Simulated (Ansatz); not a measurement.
Breaking a bond in OF (SMILES [O]F)

OF has 2 atoms, charge 0, and is taken as a doublet. As SMILES, `[O]F`. The shape is that of a GFN2-xTB optimisation.

```xyz
2

O     0.0000    0.0000    0.0000
F     0.0000    0.0000    1.2985
```

The O1–F2 distance is scanned; the parts on either side stay rigid. Basis STO-3G, 2 core orbitals frozen in the correlated methods; program Ansatz 0.2.0. FCI is exact within this basis and core. Energies in eV from each method's value at 1.298 Å; open shells run as named; a dash marks a point that is missing or didn't converge. The shape above is that at 1.298 Å.

```json
{"distance (Å)": "1.298", "UHF": "0.00", "U-r2SCAN0": "0.00", "U-wB97X": "0.00", "UB2PLYP": "0.00", "UMP2": "0.00", "UCCSD(T)": "0.00", "UBCCD(T)": "0.00", "FCI": "0.00"}
{"distance (Å)": "1.623", "UHF": "0.29", "U-r2SCAN0": "1.32", "U-wB97X": "1.34", "UB2PLYP": "1.34", "UMP2": "1.18", "UCCSD(T)": "0.55", "UBCCD(T)": "0.59", "FCI": "0.58"}
{"distance (Å)": "1.948", "UHF": "0.25", "U-r2SCAN0": "2.53", "U-wB97X": "2.87", "UB2PLYP": "2.36", "UMP2": "1.31", "UCCSD(T)": "1.54", "UBCCD(T)": "1.54", "FCI": "1.57"}
{"distance (Å)": "2.597", "UHF": "0.26", "U-r2SCAN0": "2.96", "U-wB97X": "3.38", "UB2PLYP": "2.68", "UMP2": "1.34", "UCCSD(T)": "1.89", "UBCCD(T)": "–", "FCI": "1.92"}
{"distance (Å)": "3.246", "UHF": "0.26", "U-r2SCAN0": "2.98", "U-wB97X": "3.39", "UB2PLYP": "2.70", "UMP2": "1.35", "UCCSD(T)": "1.90", "UBCCD(T)": "1.89", "FCI": "1.93"}
```

Departure from the FCI curve at its largest: UHF -1.66 eV at 3.25 Å; U-r2SCAN0 +1.05 eV at 3.25 Å; U-wB97X +1.47 eV at 3.25 Å; UB2PLYP +0.79 eV at 1.95 Å; UMP2 +0.61 eV at 1.62 Å; UCCSD(T) -0.03 eV at 2.60 Å; UBCCD(T) -0.04 eV at 3.25 Å. For the functionals part of the departure is owed to the small basis.
